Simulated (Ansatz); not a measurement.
Ansatz (a first-principles code) input (CCSD(T)/cc-pwCVTZ): A basis named .json is the Basis Set Exchange file of that set (core-valence sets with the plain set on hydrogen).

Ansatz 0.2 input:
```yaml
crystal:
  periodic: [false, false, false]
  atoms:
    - {symbol: P, position_ang: [0.00000000, 0.00000000, 0.00000000]}
    - {symbol: H, position_ang: [0.01153407, 1.31627200, -0.47059855]}
    - {symbol: H, position_ang: [1.13540986, -0.67067869, -0.46389931]}
    - {symbol: H, position_ang: [-1.14728752, -0.65050087, -0.46340908]}
    - {symbol: H, position_ang: [0.00034359, 0.00490756, 1.39790694]}
basis:
  gaussian:
    orbitals: cc-pwCVTZ.json
total_charge: 1
magnetization: {spin_polarized: false}
correlation: {method: ccsd_t, electrons: outside_noble_gas}
```

Output:

```
Functional definition: HF
integrals: 0.16 GiB planned
629 factors; integrals over basis functions are off by at most 8.0e-4 eV
mean field: 0.21 GiB planned
mean field evaluation 1: about -9327.3918 eV, gradient 1.4e1 eV
mean field evaluation 2: about -9327.3986 eV, gradient 1.4e1 eV
mean field evaluation 4: about -9328.3398 eV, gradient 1.6e0 eV
mean field evaluation 8: about -9328.3560 eV, gradient 2.4e-4 eV
mean field evaluation 16: about -9328.3556 eV, gradient 2.5e-1 eV
mean field -9328.35596076 eV, -342.8107585712 hartree, gradient 1.7e-6 eV, S^2 0.000000; 0 other end points of the search recorded, 0 dependent functions left out
5 core orbitals not correlated
reference -9328.35596076 eV, -342.8107585712 hartree; 4, 4 occupied and 106, 106 virtual orbitals, 629 factors
second order -4.38323755 eV of doubles, -0.00000000 eV of singles
coupled cluster: 0.34 GiB planned
cycle   1  -4.96227353 eV  change   -5.8e-1 eV  update   5.3e-2
cycle   2  -5.17394988 eV  change   -2.1e-1 eV  update   1.8e-2
cycle   3  -5.18054587 eV  change   -6.6e-3 eV  update   4.1e-3
cycle   4  -5.17851556 eV  change    2.0e-3 eV  update   1.3e-3
cycle   5  -5.17829439 eV  change    2.2e-4 eV  update   3.2e-4
cycle   6  -5.17828936 eV  change    5.0e-6 eV  update   6.3e-5
cycle   7  -5.17828732 eV  change    2.0e-6 eV  update   1.4e-5
cycle   8  -5.17828806 eV  change   -7.5e-7 eV  update   3.1e-6
perturbative correction -0.13746534 eV, -0.0050517581 hartree
Total energy: -9333.67171417 eV, -343.0061089057 hartree
```
